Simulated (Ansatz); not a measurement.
# singlet Si2H5O−: levels of theory compared

Aim: a comparison of 6 runs (HF/3-21G, B3LYP/6-31G*, CAM-B3LYP/def2-SVPD, PBE/def2-SVPD, r2SCAN/def2-SVPD, MP2/def2-SVPD) of singlet Si2H5O−. 

The results are computed with Ansatz 0.2.0.

49 further runs of the same task are left out: 49 set aside as unsound or not needed.

**1. The system as given**

Si2H5O−: 8 atoms, total charge -1, spin state singlet. As SMILES of the parent species, `O[SiH][SiH3]`. The shape is that of a PBE0-D4/def2-TZVP optimisation. This is one conformer, not always the lowest. That shape belongs to the parent species and isn't relaxed for this state.

Bond lengths: O1–Si2 1.657 Å, Si2–Si3 2.344 Å, O1–H4 0.959 Å, Si2–H5 1.490 Å, Si3–H6 1.488 Å, Si3–H7 1.491 Å, Si3–H8 1.489 Å. Angles: O1–Si2–Si3 114.2°, O1–Si2–H5 104.7°, Si3–Si2–H5 113.1°, Si2–O1–H4 116.9°, Si2–Si3–H6 108.0°, Si2–Si3–H7 114.5°, Si2–Si3–H8 108.6°, H6–Si3–H7 108.9°, H6–Si3–H8 108.7°, H7–Si3–H8 108.0°.

**2. A single-point energy at HF/3-21G (run 1)**

The input, input.yaml:

```yaml
crystal:
  periodic: [false, false, false]
  atoms:
    - {symbol: O, position_ang: [-0.929000, 0.938400, -1.717100]}
    - {symbol: Si, position_ang: [0.090400, 1.134000, -0.425000]}
    - {symbol: Si, position_ang: [0.314200, -0.774200, 0.917600]}
    - {symbol: H, position_ang: [-1.805900, 0.598400, -1.530300]}
    - {symbol: H, position_ang: [1.378700, 1.582300, -1.024400]}
    - {symbol: H, position_ang: [1.190000, -0.426800, 2.069000]}
    - {symbol: H, position_ang: [0.883900, -1.960400, 0.216700]}
    - {symbol: H, position_ang: [-1.030200, -1.148700, 1.437600]}
basis:
  gaussian:
    orbitals: 3-21G.json
total_charge: -1
hamiltonian:
  xc: hf
accuracy: high
output: {orbitals: {seedname: orbitals}}
```

The basis set 3-21G is read from a file made from the Basis Set Exchange's data (not shown).

Launch:

```console
$ ansatz run input.yaml --threads 1 --pin off --max-ram 3480MiB --events-out events.jsonl --progress --plain --runs-dir runs
```

Log:

```text
Warning: RAYON_NUM_THREADS=1 ignored (pool sized by the plan → 1); use --threads N
Functional definition: HF
  name "HF"
  exchange = exact_x
  correlation = 0
1006 factors; integrals over basis functions are off by at most 6.3e-9 eV
mean field evaluation 1: about -17743.3061 eV, gradient 1.6e1 eV
mean field evaluation 2: about -17743.6273 eV, gradient 1.7e1 eV
mean field evaluation 4: about -17744.6510 eV, gradient 2.3e0 eV
mean field evaluation 8: about -17744.6686 eV, gradient 1.2e-1 eV
mean field evaluation 16: about -17744.6688 eV, gradient 2.8e-8 eV
mean field -17744.66877169 eV, -652.1045495910 hartree, gradient 2.8e-8 eV, S^2 0.000000; 0 other end points of the search recorded, 0 dependent functions left out
reference -17744.66877169 eV, -652.1045495910 hartree; 21, 21 occupied and 24, 24 virtual orbitals, 1006 factors
Total energy: -17744.66877169 eV, -652.1045495910 hartree
```

Run time: 0.36 s. Hardware: 1 thread of Arm Neoverse V2, shared host; peak memory 0.094 GiB.

**3. A single-point energy at B3LYP/6-31G(d) (spherical functions) (run 2)**

Changes to input.yaml since step 2:

```diff
@@ -12,7 +12,5 @@
 basis:
-  gaussian:
-    orbitals: 3-21G.json
+  gaussian: {orbitals: 6-31G_st_-spherical.json}
 total_charge: -1
-hamiltonian:
-  xc: hf
+hamiltonian: {xc: {name: B3LYP}}
 accuracy: high
```

The basis set 6-31G* is read from a file made from the Basis Set Exchange's data (not shown).

Launch:

```console
$ ansatz run input.yaml --threads 1 --pin off --max-ram 3480MiB --events-out events.jsonl --progress --plain --runs-dir runs
```

Log:

```text
Warning: RAYON_NUM_THREADS=1 ignored (pool sized by the plan → 1); use --threads N
Functional definition: B3LYP
  name "B3LYP"
  parameter a0 = 0.2
  parameter ax = 0.72
  parameter ac = 0.81
  exchange = (1 - a0 - ax)*slater_x + ax*b88_x + a0*exact_x
  correlation = (1 - ac)*vwn_rpa_c + ac*lyp_c
1323 factors; integrals over basis functions are off by at most 6.7e-9 eV
mean field evaluation 1: about -17882.3196 eV, gradient 1.9e1 eV
mean field evaluation 2: about -17882.2523 eV, gradient 2.3e1 eV
mean field evaluation 4: about -17883.2223 eV, gradient 6.5e-1 eV
mean field evaluation 8: about -17883.3719 eV, gradient 1.1e-1 eV
mean field evaluation 16: about -17883.3720 eV, gradient 8.6e-6 eV
mean field -17883.37195815 eV, -657.2017976773 hartree, gradient 8.3e-8 eV, S^2 0.000000; 0 other end points of the search recorded, 0 dependent functions left out
reference -17883.37200017 eV, -657.2017992213 hartree; 21, 21 occupied and 39, 39 virtual orbitals, 1323 factors
Total energy: -17883.37200017 eV, -657.2017992213 hartree
```

Wall time 5.1 s (1 thread of Arm Neoverse V2, shared host); peak memory 0.17 GiB.

**4. A single-point energy at CAM-B3LYP/def2-SVPD (run 3)**

The input, molecule.yaml:

```yaml
crystal:
  periodic: [false, false, false]
  atoms:
    - {symbol: O, position_ang: [-0.929000, 0.938400, -1.717100]}
    - {symbol: Si, position_ang: [0.090400, 1.134000, -0.425000]}
    - {symbol: Si, position_ang: [0.314200, -0.774200, 0.917600]}
    - {symbol: H, position_ang: [-1.805900, 0.598400, -1.530300]}
    - {symbol: H, position_ang: [1.378700, 1.582300, -1.024400]}
    - {symbol: H, position_ang: [1.190000, -0.426800, 2.069000]}
    - {symbol: H, position_ang: [0.883900, -1.960400, 0.216700]}
    - {symbol: H, position_ang: [-1.030200, -1.148700, 1.437600]}
basis:
  gaussian:
    orbitals: def2-SVPD
total_charge: -1
accuracy: high
output: {orbitals: {seedname: orbitals}}
hamiltonian:
  xc: {name: CAM-B3LYP}
```

Launch:

```console
$ ansatz run molecule.yaml --threads 1 --pin off --max-ram 3480MiB --events-out events.jsonl --progress --plain --runs-dir runs
```

Log:

```text
Warning: RAYON_NUM_THREADS=1 ignored (pool sized by the plan → 1); use --threads N
Functional definition: CAM-B3LYP
  name "CAM-B3LYP"
  parameter alpha = 0.19
  parameter beta = 0.46
  parameter omega = 0.33/bohr
[... 1 set-up line as earlier in the session ...]
  exchange = (1 - alpha - beta)*b88_x + beta*b88_x_sr(omega) + alpha*exact_x + beta*exact_x_lr(omega)
  correlation = (1 - ac)*vwn5_c + ac*lyp_c
2162 factors; integrals over basis functions are off by at most 3.6e-9 eV
582 factors; integrals over basis functions are off by at most 1.7e-9 eV
mean field evaluation 1: about -17876.0275 eV, gradient 2.0e1 eV
mean field evaluation 2: about -17876.1222 eV, gradient 2.2e1 eV
mean field evaluation 4: about -17876.9978 eV, gradient 7.4e-1 eV
mean field evaluation 8: about -17877.0649 eV, gradient 7.2e-2 eV
mean field evaluation 16: about -17877.0650 eV, gradient 4.4e-4 eV
mean field -17877.06501585 eV, -656.9700218227 hartree, gradient 3.2e-8 eV, S^2 0.000000; 0 other end points of the search recorded, 0 dependent functions left out
reference -17877.06503621 eV, -656.9700225709 hartree; 21, 21 occupied and 90, 90 virtual orbitals, 2162 factors
Total energy: -17877.06503621 eV, -656.9700225709 hartree
```

It took 11 s on 1 thread of Arm Neoverse V2, shared host; peak memory 0.44 GiB.

Runs 4 to 5 aren't shown in full; the table further down has their settings and results.

**5. The energy at MP2/def2-SVPD (run 6)**

The input, run.yaml:

```yaml
crystal:
  periodic: [false, false, false]
  atoms:
    - {symbol: O, position_ang: [-0.929000, 0.938400, -1.717100]}
    - {symbol: Si, position_ang: [0.090400, 1.134000, -0.425000]}
    - {symbol: Si, position_ang: [0.314200, -0.774200, 0.917600]}
    - {symbol: H, position_ang: [-1.805900, 0.598400, -1.530300]}
    - {symbol: H, position_ang: [1.378700, 1.582300, -1.024400]}
    - {symbol: H, position_ang: [1.190000, -0.426800, 2.069000]}
    - {symbol: H, position_ang: [0.883900, -1.960400, 0.216700]}
    - {symbol: H, position_ang: [-1.030200, -1.148700, 1.437600]}
basis:
  gaussian: {orbitals: def2-SVPD}
correlation: {method: mp2, frozen_orbitals: {H: 0, O: 1, Si: 5}}
accuracy: high
total_charge: -1
```

Launch:

```console
$ ansatz run run.yaml --threads 1 --pin off --max-ram 3480MiB --events-out events.jsonl --progress --plain --runs-dir runs
```

Log:

```text
Warning: RAYON_NUM_THREADS=1 ignored (pool sized by the plan → 1); use --threads N
[... 4 set-up lines as earlier in the session ...]
2162 factors; integrals over basis functions are off by at most 3.6e-9 eV
mean field evaluation 1: about -17832.2992 eV, gradient 2.0e1 eV
mean field evaluation 2: about -17832.3073 eV, gradient 2.0e1 eV
mean field evaluation 4: about -17833.8722 eV, gradient 3.1e0 eV
mean field evaluation 8: about -17833.9131 eV, gradient 2.1e-3 eV
mean field -17833.91309897 eV, -655.3842181268 hartree, gradient 8.2e-8 eV, S^2 0.000000; 0 other end points of the search recorded, 0 dependent functions left out
11 core orbitals not correlated: weight in the atoms' cores, before any rotation towards them, 1.000 or more for the frozen orbitals, at most 0.000 for the correlated occupied ones
reference -17833.91309897 eV, -655.3842181268 hartree; 10, 10 occupied and 90, 90 virtual orbitals, 2162 factors
second order -11.54851464 eV of doubles, -0.00000000 eV of singles
Total energy: -17845.46161362 eV, -655.8086182121 hartree
```

It took 4.2 s on 1 thread of Arm Neoverse V2, shared host; peak memory 0.32 GiB.

**6. Overview of the runs**

```
run                               level  frozen core orbitals  energy (Eh)  HOMO energy (eV)  LUMO energy (eV)  HOMO–LUMO gap (eV)  wall time
  1                            HF/3-21G                     –  -652.104550             -0.34              8.82                9.16     0.36 s
  2  B3LYP/6-31G* (spherical functions)                     –  -657.201799              1.83              5.11                3.28      5.1 s
  3                 CAM-B3LYP/def2-SVPD                     –  -656.970023              0.01              4.78                4.77       11 s
  4                       PBE/def2-SVPD                     –  -656.601325              1.86              3.34                1.48      7.5 s
  5                    r2SCAN/def2-SVPD                     –  -656.894827              1.81              3.83                2.02       14 s
  6                       MP2/def2-SVPD                    11  -655.808618                 –                 –                   –      4.2 s
```

**7. Summary of results**

```
                                           quantity          value
                                run 6: total energy  -655.80862 Eh
run 6: correlation energy (11 core orbitals frozen)     -424.4 mEh
```

In words: Over runs 1, 2, 3, 4, 5 the HOMO–LUMO gap runs from 1.48 eV (PBE/def2-SVPD) to 9.16 eV (HF/3-21G). The two ends differ in method and basis. The empty levels of an anion lie above zero and hang on the basis. Totals of different functionals can't be ranked against each other. In runs 2, 3, 4, 5 the HOMO lies above zero, so the outermost electron may be held by the basis alone. All runs together took 42 s, the longest 14 s.
